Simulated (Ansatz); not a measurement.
Process, species as SMILES: [C]1CC=1 → [C-]1=CC1 (an electron is taken up)
B3LYP-D3(BJ)/def2-TZVP geometries, fixed; electronic energies without zero-point terms; positive where energy is released.

The adiabatic electron affinity at CCSD(T) with Ansatz (a program for electronic structure), in eV, split into its Hartree-Fock and correlation parts. Cores are frozen. An unrestricted Hartree-Fock determinant is markedly spin-contaminated. Open shells are unrestricted. No added dispersion term, no relativity. Functions are those of the species that has most. These sets lack the diffuse functions that anions need.

```json
[
 {"basis": "cc-pVDZ", "X": "2", "functions": "57", "Hartree-Fock": "0.073", "CCSD(T)": "0.869"},
 {"basis": "cc-pVTZ", "X": "3", "functions": "132", "Hartree-Fock": "0.219", "CCSD(T)": "1.262"},
 {"basis": "cc-pVQZ", "X": "4", "functions": "255", "Hartree-Fock": "0.300", "CCSD(T)": "1.425"}
]
```

Worked estimate of the basis-set limit from each neighbouring pair, with Hartree-Fock from the larger set and the correlation part extrapolated as X^-3.
Correlation parts: X = 2: 0.796, X = 3: 1.043, X = 4: 1.125.
- (2,3): (27·(1.043) - 8·(0.796))/19 = 1.147; with Hartree-Fock 0.219 the estimate is 1.366 eV.
- (3,4): (64·(1.125) - 27·(1.043))/37 = 1.185; with Hartree-Fock 0.300 the estimate is 1.485 eV.
The last two estimates differ by 0.119 eV; the largest set lies 0.060 from the last. Over the last step Hartree-Fock moves by 0.081 and the correlation part by 0.082.
